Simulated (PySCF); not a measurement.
Protonation sites of propionamide

Molecule: propionamide, `CCC(N)=O` (C3H7NO). Optimised structure (Å), atoms numbered from 1:
```
C    -1.5105   -0.7235    0.2816
C    -0.2766   -0.2689   -0.4702
C     0.7142    0.4643    0.4205
N     1.8175    0.9363   -0.2221
O     0.5415    0.6193    1.6110
H    -1.2370   -1.3833    1.1170
H    -2.0441    0.1345    0.7143
H    -2.1999   -1.2649   -0.3824
H    -0.5444    0.3980   -1.3088
H     0.2477   -1.1262   -0.9284
H     1.9712    0.7960   -1.2092
H     2.5212    1.4153    0.3234
```

Level of theory: ωB97X-D3(BJ)/def2-TZVP single points in PySCF, grid level 2; every species was optimised with PBE0-D3(BJ)/def2-SVP. ωB97X-D3(BJ) is ωB97X-V with D3(BJ) in place of VV10. Thermal corrections: PBE0-D3(BJ)/def2-SVP frequencies, unscaled, ideal gas at 298.15 K and 1 bar, quasi-RRHO entropy.

```jsonl
{"site": "O5 (amide oxygen)", "product": "CCC(N)=[OH+]", "PA / kJ/mol": "889", "GB / kJ/mol": "852", "gas share": "> 99.9 %", "above best in water / kJ/mol": "0.0", "above best in DMSO / kJ/mol": "0.0"}
{"site": "N4 (amide nitrogen)", "product": "CCC([NH3+])=O", "PA / kJ/mol": "818", "GB / kJ/mol": "787", "gas share": "< 0.1 %", "above best in water / kJ/mol": "21.7", "above best in DMSO / kJ/mol": "22.3"}
```

PA is −ΔH and GB is −ΔG of B + H⁺ → BH⁺ in the gas phase. Shares are Boltzmann weights among the listed products; an error of 10 kJ/mol changes a ratio about 56-fold. Sites whose products fell apart, merged with another or lost in a GFN2-xTB screen aren't listed. Values in solvent are IEF-PCM free energies relative to the most favourable product.

Among these, O5 (amide oxygen) wins by 65 kJ/mol in gas-phase free energy over N4.

In water the product from O5 is solvated 224 kJ/mol more strongly than the parent (electrostatics only).

In DMSO the product from O5 is solvated 222 kJ/mol more strongly than the parent (electrostatics only).

Measured values (NIST Chemistry WebBook, evaluated or the median of agreeing entries): proton affinity (−ΔH) 876 kJ/mol (computed 889, difference 12); gas-phase basicity (−ΔG) 845 kJ/mol (computed 852, difference 7). These are compared with the most favourable site that keeps the skeleton.

Differences come from unrounded values, so a last digit can differ from that of the printed terms.
